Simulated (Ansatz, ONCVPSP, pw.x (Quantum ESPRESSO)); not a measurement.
## hafnium (Hf) (fcc): variants of one ONCV potential in the solid

```json
{
  "Element": "Hf (Z = 72)",
  "Generator": "ONCVPSP 4.0.1.1 (patched build)",
  "Type": "optimised norm-conserving Vanderbilt (ONCV)",
  "Functional": "LDA (Perdew-Wang 92)",
  "Relativity": "scalar-relativistic",
  "Frozen core": "[Kr] 4d10 4f14",
  "Valence charge": "12",
  "Reference configuration": "5s2 5p6 5d2 6s2",
  "Partial waves": "5s+6s: rc 2.05 bohr, ncon 3, nbas 6, qcut 4.5 1/bohr, 2 projectors; 5p: rc 1.90 bohr, ncon 5, nbas 9, qcut 6.6 1/bohr, 2 projectors, debl 2.7 Ha; 5d: rc 3.10 bohr, ncon 5, nbas 9, qcut 4.4 1/bohr, 2 projectors, debl 3.6 Ha",
  "Local potential": "polynomial inside 1.80 bohr (lpopt 5, dvloc0 0 Ha)",
  "Core correction": "Teter function fitted to the true core (icmod 2), fcfact 0.45"
}
```

Crystal test: fcc Hf in pw.x 7.5, no spin, 13³ k-points, Fermi–Dirac smearing 0.01 Ry, cutoffs set for each file from its atomic test. The reference is all-electron LAPW (Ansatz 0.2.0) with the same functional, mesh and smearing; V0 and B0 come from Birch–Murnaghan fits to the pressures at five volumes. Errors are pseudo minus all-electron; Δ is the rms difference of the E(V) curves that follow from these fits, minima aligned, over ±6 % about the mean V0. Mesh and smearing are coarse, so the numbers serve the comparison and aren't converged zero-temperature values; the lattice is a test structure that the element need not adopt.

All-electron: a0 = 4.367 Å (V0 = 20.82 Å³/atom), B0 = 114.6 GPa.

Base: The largest radius (3.10 bohr) exceeds half the bond length (2.91 bohr), so the spheres overlap, which is one possible source of error among others. This is a poor potential for the solid. Atomic configuration tests: 1 of 4 tests not solved or not reliable.

1 further variants are left out: they gave no file fit for a test, a broken result, the same result as the base, or pressures whose basis-set error rivals the error shown.

A dash in a converged row means that the minimum lies outside the volumes sampled.

```tsv
change	cutoffs (Ry)	pw.x	a0 (Å)	a0 error (%)	B0 error (%)	Δ (meV/atom)	mean pressure error (GPa)
base	50/200	converged	4.338	-0.66	-4.0	10.2	-2.20
all radii but the core radius scaled by about 0.96 (s 1.96, p 1.82, d 2.98 bohr); local potential polynomial inside 1.72 bohr (lpopt 5, dvloc0 0 Ha)	55/220	converged	4.335	-0.74	-3.6	11.5	-2.47
all radii but the core radius scaled by about 1.20 (s 2.46, p 2.28, d 3.72 bohr); local potential polynomial inside 2.16 bohr (lpopt 5, dvloc0 0 Ha)	50/200	converged	–	–	–	–	-18.89
all radii but the core radius scaled by about 1.28 (s 2.62, p 2.42, d 3.96 bohr); local potential polynomial inside 2.30 bohr (lpopt 5, dvloc0 0 Ha)	50/200	converged	–	–	–	–	-71.74
```

Give the row for: all radii but the core radius scaled by about 1.04 (s 2.14, p 1.98, d 3.22 bohr); local potential polynomial inside 1.88 bohr (lpopt 5, dvloc0 0 Ha).

pw.x: converged; mean pressure error (GPa): -2.12; a0 (Å): 4.339; a0 error (%): -0.64; B0 error (%): -4.6; Δ (meV/atom): 9.8.
